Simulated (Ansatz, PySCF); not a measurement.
dimethyl sulfide (C₂H₆S), SMILES CSC. Atoms are numbered in the order given.

```xyz
9

C      1.3688     0.0000     0.5117
S      0.0000     0.0000    -0.6497
C     -1.3688     0.0000     0.5117
H      1.3533     0.8926     1.1404
H      2.2887     0.0000    -0.0737
H      1.3533    -0.8926     1.1404
H     -1.3533     0.8926     1.1404
H     -2.2887     0.0000    -0.0737
H     -1.3533    -0.8926     1.1404
```

Geometry optimised at PBE0-D3(BJ)/def2-TZVP.

Two levels are set side by side: PBE-D3(BJ)/def2-TZVP (Ansatz, a program for electronic structure) and PBE0-D3(BJ)/def2-TZVP (Ansatz). Each level has its own optimised geometry; the coordinates shown are those of the second. Frequencies come from the Hessian of PySCF at each geometry. Differences are taken from unrounded values.

```csv
quantity,PBE0-D3(BJ)
mean bond length (Å),1.267
bond C1–S2 (Å),1.795
bond S2–C3 (Å),1.795
bond C1–H4 (Å),1.092
bond C1–H5 (Å),1.090
bond C1–H6 (Å),1.092
bond C3–H7 (Å),1.092
bond C3–H8 (Å),1.090
bond C3–H9 (Å),1.092
highest harmonic wavenumber (cm⁻¹),3152
mean harmonic wavenumber (cm⁻¹),1583
zero-point energy (kcal/mol),47.52
```

**Question.** What does PBE-D3(BJ) give, and how far is it from PBE0-D3(BJ)? (Estimate from the structure and the level; the computed values follow.)

**Answer.** 
```tsv
quantity	PBE-D3(BJ)	PBE-D3(BJ) minus PBE0-D3(BJ)
mean bond length (Å)	1.277	0.009
bond C1–S2 (Å)	1.811	0.015
bond S2–C3 (Å)	1.811	0.015
bond C1–H4 (Å)	1.099	0.007
bond C1–H5 (Å)	1.098	0.007
bond C1–H6 (Å)	1.099	0.007
bond C3–H7 (Å)	1.099	0.007
bond C3–H8 (Å)	1.098	0.007
bond C3–H9 (Å)	1.099	0.007
highest harmonic wavenumber (cm⁻¹)	3068	-84
mean harmonic wavenumber (cm⁻¹)	1534	-49
zero-point energy (kcal/mol)	46.06	-1.46
```

GGA bonds tend to be longer and softer than those of functionals with exact exchange. Differences between two approximate levels are no errors against the true value.
